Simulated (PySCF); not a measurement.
`O=c1cc1`. Computed with PBE0/cc-pVDZ geometry optimisation, gas phase (PySCF).

```
atom  x, y, z in Å
O1     2.0365   -0.2608    0.0488
C2     0.8466   -0.0996    0.0067
C3    -0.4990   -0.5976   -0.0507
C4    -0.3188    0.7390   -0.0242
H5    -1.2536   -1.3862   -0.0906
H6    -0.8379    1.6999   -0.0286
```

Problem. Which two atoms are farthest apart?

Solution. O1···H6 and O1···H5, 3.480 Å.

Problem. How far are the heavy atoms from their best plane (unweighted least squares)?

Solution. 0.000 Å rms; none is more than 0.001 Å off.

Problem. Work out the bond lengths O1=C2, C2–C3, C2–C4, C3–C4, C3–H5, C4–H6 in Å.

Solution. For O1=C2 the difference vector is (-1.1899, 0.1612, -0.0421) Å, of length 1.2015 Å. O1=C2 1.202; C2–C3 1.436; C2–C4 1.436; C3–C4 1.349; C3–H5 1.092; C4–H6 1.092 Å.

Problem. What are the angles O1–C2–C3, C4–C3–H5, C2–C3–H5, C2–C4–C3, C3–C4–H6?

Solution. From the scalar product of the two bond vectors; for O1–C2–C3 it is -1.5233 Å² over 1.2015 × 1.4359 Å², cos θ = -0.8829. O1–C2–C3 152.0°; C4–C3–H5 143.9°; C2–C3–H5 154.1°; C2–C4–C3 62.0°; C3–C4–H6 143.9°.

Problem. Where is the centre of mass (commonest isotopes), and what is the radius of gyration?

Solution. Mass 54.011 u; centre at (0.570, -0.062, -0.003) Å; Rg = √(Σ m r²/M) = 1.222 Å. As Ia + Ib + Ic = 2 Σ m r², the three principal moments sum to 161.3 u·Å².

Problem. How far apart are these pairs, which share no bond: O1···C4, C2···H5, C2···H6, C3···H6, C4···H5, H5···H6?

Solution. O1···C4 2.560 Å (2 bonds apart); C2···H5 2.465 Å (2 bonds apart); C2···H6 2.465 Å (2 bonds apart); C3···H6 2.322 Å (2 bonds apart); C4···H5 2.323 Å (2 bonds apart); H5···H6 3.115 Å (3 bonds apart).

Problem. Give the dihedral angles H5–C3–C4–C2, C4–C2–C3–H5, H5–C3–C4–H6, C2–C3–C4–H6, C3–C2–C4–H6, O1–C2–C4–C3.

Solution. H5–C3–C4–C2 180° (antiperiplanar); C4–C2–C3–H5 180° (antiperiplanar); H5–C3–C4–H6 0° (synperiplanar); C2–C3–C4–H6 180° (antiperiplanar); C3–C2–C4–H6 180° (antiperiplanar); O1–C2–C4–C3 180° (antiperiplanar). Dihedral signs follow IUPAC: positive where, seen along the central bond, the front bond turns clockwise onto the rear one.

No PBE0/cc-pVDZ frequencies stand behind this structure, so it isn't proved a minimum.
